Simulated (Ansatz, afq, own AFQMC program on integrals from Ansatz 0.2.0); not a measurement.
Where AFQMC and coupled cluster stand for MgF⁻, triplet

```yaml
atoms:
  - { symbol: F, position_ang: [0.0000, 0.0000, 0.0000] }
  - { symbol: Mg, position_ang: [0.0000, 0.0000, 1.4450] }
```

Basis aug-cc-pVDZ. Noble-gas cores (and the filled d shells of Ga–Kr and In–Xe) are frozen. Integrals, coupled cluster, full CI and functionals: Ansatz 0.2.0; the random walks run on the same integrals in our own AFQMC program. The CISD trial takes its coefficients from CCSD amplitudes. Released means that phaseless walkers are propagated on without the constraint, phases kept. ± is one standard error of the sampling.

Determinant: UHF, the one that the program's search chose, which needn't be the lowest solution. The geometry is a point of a scan.

No full CI on the walks' own integrals is used here; CCSDT(Q) serves as the reference and is uncertain by about the last step of the cluster series.

Cautions: lower spins were not checked.

- T1 diagnostic: 0.0192
- weight of the determinant in the CISD state: 0.932
- ⟨S²⟩ of the determinant: 2.000
- size of the correlated space: 10 electrons in 44 orbitals

Reference: CCSDT(Q), correlation energy -6.329 eV. The released energy is read at 2.40 1/Eh (meV from the phaseless value at times in 1/Eh: 13 ± 11 at 0.24, -18 ± 10 at 0.51, -9 ± 8 at 0.99, -8 ± 12 at 1.62, -13 ± 13 at 2.40).

| level | E − E(reference) (kJ/mol) | share of correlation (%) |
| --- | --- | --- |
| HF | 610.7 | 0.00 |
| MP2 | 24.2 | 96.04 |
| CCSD | 13.7 | 97.76 |
| CCSD(T) | 1.5 | 99.75 |
| CCSDT | 0.8 | 99.87 |
| ph-AFQMC/CISD | 1.8 ± 1.0 | 99.70 |
| released AFQMC | 0.6 ± 1.3 | 99.91 |

A walk keeps the symmetry of its determinant, which the program's search chose and which needn't be the lowest solution, so a lower state of the same spin and another symmetry isn't excluded. Released energies are given only where the last usable release times agree within the noise; a slower fall can still hide under it.
